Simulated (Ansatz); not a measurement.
# AlB (singlet): wave-function methods side by side at distance B1–Al2 = 3.390 Å, cc-pVDZ

Aim: climb from Hartree-Fock through coupled cluster and multireference methods for AlB (singlet) at one geometry and basis, and see what each rung misses.

Method: cc-pVDZ, core rule «outside noble gas», up to 6 orbitals frozen; program: Ansatz 0.2.0, Gaussian basis.

Plan: UHF; CCSD(T) on RHF; CCSD(T) on UHF; BCCD(T) on RHF; CISD; CCSDT(Q) on RHF; CCSDT(Q) on UHF; CCSDTQ on RHF; CASSCF and MRCISD+Q, 2 electrons in 2 orbitals; CASSCF and NEVPT2, 2 electrons in 2 orbitals; CASSCF and MRCISD+Q, 6 electrons in 8 orbitals; CASSCF and NEVPT2, 6 electrons in 8 orbitals; Full CI.

19 further runs of the same task are left out: 1 for a known fault of the program, 13 that didn't finish, 5 set aside as unsound or not needed.

## (1) What is computed

The geometry derives from a PBE0/def2-TZVP stationary point (not a proven minimum). One bond is set to the value named and the two fragments are kept rigid.

2 atoms, charge 0, spin multiplicity 1.

Atoms are counted from 1 here; the program's logs count them from 0.

No contacts short enough for the rule that draws bonds.

## (2) UHF

The input, in.yaml:

```yaml
crystal:
  periodic: [false, false, false]
  atoms:
    - {symbol: B, position_ang: [0.000000, 0.000000, 0.000000]}
    - {symbol: Al, position_ang: [0.000000, 0.000000, 3.390000]}
basis:
  gaussian: {orbitals: cc-pVDZ}
magnetization: {spin_polarized: true, initial_magnetization: 0}
hamiltonian: {xc: hf}
output: {orbitals: {seedname: orbitals}}
```

Run with:

```
$ ansatz run in.yaml --threads 1 --pin off --events-out ev --progress --plain --max-ram 2393MiB
```

Further steps of the session: CCSD(T) on RHF; CCSD(T) on UHF; BCCD(T) on RHF; CISD; CCSDT(Q) on RHF; CCSDT(Q) on UHF; CCSDTQ on RHF; CASSCF and MRCISD+Q, 2 electrons in 2 orbitals; CASSCF and NEVPT2, 2 electrons in 2 orbitals; CASSCF and MRCISD+Q, 6 electrons in 8 orbitals; CASSCF and NEVPT2, 6 electrons in 8 orbitals; Full CI.

Q: Predict the results of all the runs planned. Wanted: FCI below the RHF energy; RMP2 from FCI; RCCSD from FCI; RCCSD(T) from FCI; RCCSDT(Q) from FCI; NEVPT2 pair from FCI; MRCISD+Q pair from FCI; T1 diagnostic; effectively unpaired electrons.

As calculated:

| quantity | value |
| --- | --- |
| FCI below the RHF energy | -4.2058 eV |
| RMP2 from FCI | +1549.8 meV |
| RCCSD from FCI | +246.1 meV |
| RCCSD(T) from FCI | +69.8 meV |
| RCCSDT(Q) from FCI | +5.7 meV |
| NEVPT2 pair from FCI | +1113.0 meV |
| MRCISD+Q pair from FCI | -85.5 meV |
| levels within 1 kcal/mol (43 meV) | RCCSDT, RCCSDT(Q), RCCSDTQ |
| T1 diagnostic | 0.031 |
| effectively unpaired electrons | 0.68 |

**Reading.** RCCSD(T) lands +69.8 meV from the yardstick (1.7 % of the correlation energy). MRCISD+Q pair falls below full CI: the +Q correction isn't variational, and the cores differ from full CI's. The occupations show some static correlation. Of the multireference levels listed MRCISD+Q pair comes nearest in total energy (-85.5 meV), which doesn't show that its space is the better one. These misses are within one basis, not against nature.
